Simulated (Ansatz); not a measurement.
```yaml
crystal:
  periodic: [false, false, false]
  atoms:
    - {symbol: V, position_ang: [-0.889669, 0.001030, -0.003419]}
    - {symbol: Si, position_ang: [1.443091, -0.001671, 0.005546]}
    - {symbol: H, position_ang: [2.378072, 1.172718, 0.006568]}
    - {symbol: H, position_ang: [2.375330, -1.178223, 0.011701]}
basis:
  gaussian: {orbitals: def2-TZVP}
total_charge: 1
magnetization: {spin_polarized: true, initial_magnetization: 2}
hamiltonian: {xc: pbe0}
relax: {f_tol: 0.004, max_steps: 80}
```

```sh
$ ansatz run in.yaml --threads 1 --pin off --events-out ev --progress --plain --max-ram 2176MiB
```

Steps of the relaxation (energy above the last step; positions in Å, forces in eV/Å):

```
4
step 1, 59.3 meV
V    -0.890    0.001   -0.003   -0.484    0.018   -0.002
Si    1.443   -0.002    0.006    1.294   -0.036    0.005
H     2.378    1.173    0.007   -0.415    0.034   -0.002
H     2.375   -1.178    0.012   -0.395   -0.016   -0.001
```

```
4
step 2, 5.3 meV
V    -0.859    0.008   -0.003   -0.107    0.000    0.000
Si    1.515   -0.008    0.006    0.291    0.022    0.001
H     2.320    1.257    0.006   -0.097   -0.252    0.000
H     2.332   -1.263    0.012   -0.087    0.231   -0.001
```

```
4
step 3, 0.3 meV
V    -0.873    0.008   -0.003    0.004    0.003    0.000
Si    1.513   -0.008    0.006    0.059   -0.001    0.000
H     2.327    1.238    0.006   -0.034   -0.057    0.000
H     2.339   -1.245    0.012   -0.028    0.055    0.000
```

```
4
step 5, 0.0 meV
V    -0.872    0.013   -0.003   -0.001    0.000    0.000
Si    1.514   -0.011    0.006   -0.002    0.001    0.000
H     2.322    1.233    0.006    0.002    0.002    0.000
H     2.343   -1.241    0.012    0.001   -0.002    0.000
```

Close pairs at the end: Si2–H4 1.483 Å, Si2–H3 1.484 Å, V1–Si2 2.386 Å.

A stationary point of unrestricted PBE0 after 5 steps, with ⟨S²⟩ = 2.695 against 2.00 for a pure state; no frequencies were run, so it isn't proven a minimum. 3.6 min on 1 thread of Arm Neoverse V2, shared host.
